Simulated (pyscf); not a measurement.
Structures and frequencies: ωB97X-D3(BJ)/def2-SVP in PySCF. Correlated levels are frozen-core, on RHF or UHF. ΔMP2 is the change of the MP2 total energy from the triple- to the quadruple-zeta basis.

SMILES: F[SiH3]
```xyz
5

F      0.6171     1.8615    -0.3296
Si     0.2543     0.2774    -0.4179
H      0.6915    -0.3794     0.8422
H     -1.2155     0.1376    -0.5912
H      0.9708    -0.3074    -1.5818
```

**Question.** List the bond dissociation enthalpies at 298 K of F–SiH₃ from CCSD(T)/def2-TZVPP + ΔMP2(QZVPP), from the weakest bond up.

**Answer.** H–Si to F–SiH₂• + H•: 4.09 eV; F–Si to F• + SiH₃•: 6.50 eV. Ring and multiple bonds, and those that leave no two simple radicals, are not listed. The CCSD(T) − MP2 part came from Ansatz, without density fitting, on the same reference. Left out: the spin-orbit lowering of F.
